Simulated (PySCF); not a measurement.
Exercise with solution: entropy of an ideal gas

carbonyl sulfide (COS), SMILES O=C=S.

The structure is a stationary point at PBE-D3(BJ)/def2-TZVP.

PBE-D3(BJ)/def2-TZVP run with PySCF gives the harmonic wavenumbers 509, 509, 868, 2065 cm⁻¹ and the rotational temperature 0.2886 K. The molar mass is 60.07 g/mol, the symmetry number 1, the spin multiplicity 1.

Work out the entropy at 298.15 K and 1 atm in the rigid-rotor, harmonic-oscillator model.


Translation (Sackur–Tetrode at 1 atm): S = R[1.5 ln M + 2.5 ln T − 1.16487] = 159.8 J/(mol K).
Rotation: q = T/(σ θ) = 1030, S = R[ln q + 1] = 66.0 J/(mol K).
Vibration: with u = 1.4388 ν/T, each mode gives R[u/(e^u − 1) − ln(1 − e^−u)]:
```tsv
ν (cm⁻¹)	modes	u	S (J/(mol K))
509	2	2.46	5.32
868	1	4.19	0.66
```
The stiffer modes add less than 0.005 each. Sum 6.0 J/(mol K).
Spin: R ln 1 = 0.0 J/(mol K).
Total 231.8 J/(mol K); the program's own thermochemistry gives 231.8. Translation makes up 69 % and vibration 3 %. Anharmonicity, hindered rotation and orbital degeneracy are left out.
